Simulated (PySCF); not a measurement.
Orbital picture of NaSi⁺

B97-3 at R = 3.129 Å; Na pcseg-2, Si pcseg-2; no relativity (PySCF 2.14). State: ³Π (triplet), unpaired electrons σ ↑, π ↑. Only the outer orbitals are listed, counted within each symmetry.

```
spin  orbital  occ.  ε (eV)  on Na (%)   main shells (%)
   α       2π     1  -38.82        100          100 Na p
   α       2π     1  -38.82        100          100 Na p
   α       6σ     1  -38.81        100          100 Na p
   α       7σ     1  -17.55          0          100 Si s
   α       8σ     1  -10.61         15   84 Si p, 9 Na s
   α       3π     1  -10.04          1           99 Si p
   α       3π     0   -7.67          2           98 Si p
   α       9σ     0   -5.37         96           89 Na s
   α       4π     0   -3.35        100          100 Na p
   β       2π     1  -38.81        100          100 Na p
   β       2π     1  -38.80        100          100 Na p
   β       6σ     1  -38.77        100          100 Na p
   β       7σ     1  -15.56          2           97 Si s
   β       8σ     0   -7.40         29  69 Si p, 23 Na s
   β       3π     0   -7.22          2           98 Si p
   β       3π     0   -6.53          3           97 Si p
```

**Question.** Which are the highest filled and the lowest empty level, where do they sit, and how wide is the gap?

**Answer.** Highest filled α 3π at -10.04 eV (in %: 99 Si p); lowest empty α 3π at -7.67 eV (in %: 98 Si p); the gap at B97-3 is 2.37 eV. Both belong to one degenerate shell, split only by its one-sided filling, so this is no excitation gap.

The bond order (Mayer) is 0.30, the ⟨S²⟩ is 2.003 and the charge on Na (Mulliken, basis-dependent) is 0.82. The charge on Na (Löwdin, basis-dependent) is 0.65. The dipole moment (positive dipole points towards Si; it is taken about the centre of mass and depends on that origin) is -5.65 D.

The state was picked by a PBE0 search and need not be the measured ground state.
